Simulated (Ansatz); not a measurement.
A nudged elastic band was laid between two geometries of AlH3O2 (6 atoms, charge 0, multiplicity 1).

All numbers below come from RKS BLYP-D4/def2-SVP (Ansatz).

```yaml
movable_images: 7
climbing_image: yes
spring: 5.0 eV/Å²
optimiser: quadratic models (default)
start_path: through a guess of the saddle point
force_threshold: 0.05 eV/Å
iteration_limit: 60
end_points: relaxed
```

Initial state:

```xyz
6
Properties=species:S:1:pos:R:3
Al 0.251 -0.293 0.289
H 0.056 -0.250 1.865
O 1.792 -0.336 -0.462
H 2.630 -0.335 0.028
O -1.062 -0.303 -0.816
H -1.994 -0.282 -0.547
```

Final state:

```xyz
6
Properties=species:S:1:pos:R:3
Al -0.389 1.007 0.382
H 1.712 -0.629 1.325
O 1.510 -0.190 0.472
H 0.987 -0.850 -0.070
O -0.686 -0.468 -0.599
H -1.460 -0.668 -1.154
```

Question: Which bonds break or form, and what moves?

Answer: Bonds broken: Al1–H2, Al1–O3. Bonds formed: H2–O3.

Question: Give the energies along the band, and the barrier.

Answer: The run converged. The highest image is number 4 of 0 to 8, 60.6 kcal/mol above the first end and 29.5 kcal/mol above the last; the last end lies 31.0 kcal/mol above the first. A vibrational analysis at the climbing image gives one clearly imaginary mode, 1252i cm⁻¹: a first-order saddle point. The orbitals stay closed-shell, which can raise the energy where a bond breaks towards radicals; this wasn't checked here.

```json
{"image": "0", "path coordinate (Å)": "0.00", "energy (kcal/mol)": "0.0", "Al1–H2 (Å)": "1.59", "Al1–O3 (Å)": "1.72", "H2–O3 (Å)": "2.91"}
{"image": "1", "path coordinate (Å)": "0.56", "energy (kcal/mol)": "2.3", "Al1–H2 (Å)": "1.59", "Al1–O3 (Å)": "1.71", "H2–O3 (Å)": "2.86"}
{"image": "2", "path coordinate (Å)": "1.13", "energy (kcal/mol)": "9.9", "Al1–H2 (Å)": "1.57", "Al1–O3 (Å)": "1.71", "H2–O3 (Å)": "2.53"}
{"image": "3", "path coordinate (Å)": "1.69", "energy (kcal/mol)": "36.7", "Al1–H2 (Å)": "1.60", "Al1–O3 (Å)": "1.74", "H2–O3 (Å)": "1.98"}
{"image": "4", "path coordinate (Å)": "2.26", "energy (kcal/mol)": "60.6", "Al1–H2 (Å)": "1.74", "Al1–O3 (Å)": "1.87", "H2–O3 (Å)": "1.39"}
{"image": "5", "path coordinate (Å)": "2.80", "energy (kcal/mol)": "40.2", "Al1–H2 (Å)": "2.19", "Al1–O3 (Å)": "2.10", "H2–O3 (Å)": "1.00"}
{"image": "6", "path coordinate (Å)": "3.33", "energy (kcal/mol)": "34.5", "Al1–H2 (Å)": "2.61", "Al1–O3 (Å)": "2.19", "H2–O3 (Å)": "0.98"}
{"image": "7", "path coordinate (Å)": "3.87", "energy (kcal/mol)": "32.3", "Al1–H2 (Å)": "2.77", "Al1–O3 (Å)": "2.21", "H2–O3 (Å)": "0.98"}
{"image": "8", "path coordinate (Å)": "4.41", "energy (kcal/mol)": "31.0", "Al1–H2 (Å)": "2.82", "Al1–O3 (Å)": "2.25", "H2–O3 (Å)": "0.98"}
```

Question: What is the geometry of the highest image?

Answer: 
```xyz
6
Properties=species:S:1:pos:R:3
Al -0.195 0.100 0.536
H 1.192 -0.173 1.558
O 1.645 -0.025 0.252
H 2.128 -0.773 -0.180
O -1.065 -0.429 -0.863
H -2.031 -0.499 -0.948
```

Question: What are the harmonic wavenumbers there?

Answer: 1252i, 179, 245, 310, 386, 484, 599, 775, 840, 1546, 3482, 3758 cm⁻¹.

Run time: 2.1 min on 1 thread of Intel(R) Xeon(R) Platinum 8259CL CPU @ 2.50GHz (Skylake/Cascade Lake), on a shared host, peak memory 0.13 GiB.
